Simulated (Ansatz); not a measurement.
Frontier orbitals of `OC(F)Cl`.

Cartesian coordinates in Å:
```
O 1.0534 0.0432 -0.3942
C -0.2678 -0.1047 -0.1814
F -0.9161 1.0861 -0.2329
Cl -0.6268 -0.8200 1.4245
H 1.4359 0.5655 0.3217
H -0.6787 -0.7701 -0.9378
```

Charge 0, multiplicity 1. The structure was optimised at the PBE0-D4/def2-TZVP level. It is one conformer, not always the lowest. Basis def2-TZVPP, Ansatz.

```json
{"functional": "B3LYP", "HOMO (eV)": "-8.80", "LUMO (eV)": "0.11"}
```

Question: Give HOMO and LUMO (eV) with LDA (SPW92), PBE, revPBE, BLYP, r2SCAN, B97M-V, PBE0, r2SCANh, r2SCAN0, HSE06 (plane-wave form), BHLYP, CAM-B3LYP, LC-ωPBE, ωB97X-V, ωB97M-V, HF. (Estimate.)

Answer: The calculation gave: 
```csv
functional,HOMO,LUMO
LDA (SPW92),-7.68,-0.89
PBE,-7.50,-0.65
revPBE,-7.44,-0.55
BLYP,-7.37,-0.60
r2SCAN,-7.89,-0.34
B97M-V,-8.01,-0.30
PBE0,-9.08,0.46
r2SCANh,-8.47,0.07
r2SCAN0,-9.34,0.68
HSE06 (plane-wave form),-8.67,0.08
BHLYP,-10.52,1.44
CAM-B3LYP,-10.54,1.49
LC-ωPBE,-11.97,2.86
ωB97X-V,-11.58,2.70
ωB97M-V,-11.43,2.37
HF,-12.74,3.74
```

B3LYP here is the variant with VWN-RPA as its local correlation; programs differ in this. LC-ωPBE has ω = 0.4 bohr⁻¹. Positive LUMOs are unbound and depend on the basis.
